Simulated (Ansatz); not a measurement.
Process, species as SMILES: C (CH4) → [CH3] (CH3) + H atom
B3LYP-D3(BJ)/def2-TZVP geometries, fixed; electronic energies without zero-point terms.
Largest species:
```xyz
5

C      0.0000     0.0000     0.0000
H      0.6205     0.6269     0.6390
H     -0.6429    -0.6249     0.6185
H      0.6369    -0.6328    -0.6166
H     -0.6146     0.6308    -0.6409
```
Charge 0, spin multiplicity 1.

Basis-set convergence of the bond dissociation energy at CCSD(T) with Ansatz (a first-principles code). All functions are spherical. Cores are frozen. Open shells are unrestricted. No added dispersion term, no relativity. Functions are those of the species that has most. Reference: Hartree-Fock in cc-pVQZ plus the correlation part extrapolated as X^-3 from cc-pVTZ and cc-pVQZ, 112.60 kcal/mol, itself unsure by roughly 0.22 kcal/mol (a third of the extrapolation step and of the last Hartree-Fock step). Deviations are taken from unrounded values.

```csv
basis,functions,bond dissociation energy (kcal/mol),minus reference (kcal/mol)
pcseg-0,17,99.99,-12.60
pcseg-1,34,108.51,-4.08
aug-pcseg-1,59,109.19,-3.41
pcseg-2,86,111.38,-1.21
aug-pcseg-2,138,111.42,-1.17
pcseg-3,192,112.09,-0.50
```

The smallest set listed that lies within 2 kcal/mol of the reference with all its larger relatives (same family, alike in diffuse functions; a set with none counts only in the reference's own line) is pcseg-2 (86 functions, -1.21 kcal/mol off). Inside, with no larger relative to test it: aug-pcseg-2.
